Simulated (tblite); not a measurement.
Compound: C5H9O (doublet state).
Bonds: O1–C2, C2–C3, C3–C4, C4–C5, C5–C6, C3–C6. Hydrogens: H7, H8 on C2; H9 on C3; H10, H11 on C4; H12, H13 on C5; H14, H15 on C6.

Computed geometry: GFN2-xTB, gas phase. This method treats the open shell by occupation alone, without spin polarisation.

Give the optimised bond lengths and angles.

```tsv
bond	length (pm)	order
O1–C2	130.6	single
C2–C3	156.7	single
C3–C4, C3–C6	153.3	single
C4–C5, C5–C6	153.7	single
C2–H7, C2–H8	111.4	single
C3–H9	108.9	single
C4–H10, C6–H15	108.8	single
C4–H11, C6–H14	108.7	single
C5–H12	108.7	single
C5–H13	108.7	single
```

Bonds in one row agree within 1 pm and their mean is given. Orders are formal, as drawn. A selection of angles:
```tsv
angle	degrees
O1–C2–C3	113.0
O1–C2–H7	109.8
O1–C2–H8	114.5
C3–C2–H7	101.4
C3–C2–H8	109.7
H7–C2–H8	107.6
C2–C3–C4	116.8
C2–C3–C6	113.7
C2–C3–H9	108.2
C4–C3–C6	90.3
C4–C3–H9	114.1
C3–C4–C5	88.7
C3–C4–H10	113.0
C3–C4–H11	115.9
C5–C4–H10	112.5
C5–C4–H11	116.6
H10–C4–H11	109.0
C4–C5–C6	90.0
C4–C5–H12	115.7
C4–C5–H13	112.4
H12–C5–H13	109.4
```

Dihedral angles: O1–C2–C3–C4 -178° (antiperiplanar); C2–C3–C4–C5 -129° (anticlinal); C3–C4–C5–C6 12° (synperiplanar); C4–C5–C6–C3 -12° (synperiplanar); C2–C3–C6–C5 131° (anticlinal). The mirror-image conformer, all signs reversed, is as good.

The C–C distances run from 1.531 Å (C3–C4, drawn single) to 1.567 Å (C2–C3, drawn single), a spread of 0.036 Å. Of the pairs four or more bonds apart, H8···H15 is among the closest relative to their van der Waals radii: 2.44 Å, 102 % of the sum of Bondi's values. The 4-membered ring C3–C4–C5–C6 has internal angles of 88.6° to 90.3° (sum 358°, against 360° for a flat polygon); it is puckered, 0.08 Å rms from its mean plane, widest ring torsion 12°.

Point group: C1 (no symmetry element, even within 0.4 Å). Its GFN2-xTB frequencies are all real (lowest 84 cm⁻¹).

Time: 0.23 s of wall time. Hardware: one thread of an Arm Neoverse V2, shared host with 96 logical CPUs at a one-minute load of 88. That covers the optimisation of the geometry.
